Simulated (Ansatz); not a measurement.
`N[SiH2]P` + CH₃NH₂ → `CNP` + `N[SiH3]` at 700 K and 1 bar (cleavage of the P–Si bond).

Calculated with Ansatz (gas phase, PBE0-D4/def2-TZVP geometries, no zero-point term in ΔE). CCSD(T)/CBS is the MP2 limit (def2-TZVPP, def2-QZVPP) plus CCSD(T) − MP2 in def2-TZVPP, frozen cores. This one scheme is used for every species. One conformer a species, not always the lowest.

```json
{"species": "`N[SiH2]P`", "CCSD(T)/CBS energy (Eh)": "-688.35145", "H − E (kJ/mol)": "227.2", "S (J/(mol·K))": "425.1"}
{"species": "CH₃NH₂", "CCSD(T)/CBS energy (Eh)": "-95.75281", "H − E (kJ/mol)": "207.6", "S (J/(mol·K))": "296.6"}
{"species": "`CNP`", "CCSD(T)/CBS energy (Eh)": "-437.28343", "H − E (kJ/mol)": "246.5", "S (J/(mol·K))": "373.8"}
{"species": "`N[SiH3]`", "CCSD(T)/CBS energy (Eh)": "-346.80422", "H − E (kJ/mol)": "180.7", "S (J/(mol·K))": "336.3"}
```

H − E and S are ideal-gas, rigid-rotor, harmonic terms from PBE0-D4/def2-TZVP, for one conformer and one mirror image of each species. 1 Eh = 2625.50 kJ/mol, R = 8.31446 J/(mol·K).

By hand: ΔE, ΔH, ΔS and ΔG.

ΔE = (-437.28343) + (-346.80422) − (-688.35145) − (-95.75281) = 0.01661 Eh = 43.6 kJ/mol. Δ(H − E) = 246.5 + 180.7 − 227.2 − 207.6 = -7.6, so ΔH = 36.0 kJ/mol. ΔS = 373.8 + 336.3 − 425.1 − 296.6 = -11.6 J/(mol·K). ΔG = 36.0 − 700 × (-11.6)/1000 = 44.1 kJ/mol.

By hand: the equilibrium constant, and the temperature at which ΔG would vanish if ΔH and ΔS stayed fixed.

log₁₀ K = −ΔG/(RT ln 10) = -3.3. ΔH and −TΔS have one sign here, so there is no such temperature.

The number of gas molecules stays the same, so ΔS is small and ΔH decides. A doubt of 5 kJ/mol in ΔE shifts log₁₀ K by 0.4 here. Other conformers and mirror images would add mixing entropy, several J/(mol·K) or more a flexible species. These are equilibria of isolated gas molecules and say nothing of rates. Largest T1 diagnostic: 0.012 (customary marks: 0.02 for closed shells, 0.045 for open ones).

ΔS is within the doubt of such terms, so its sign, and with it that verdict, could turn.
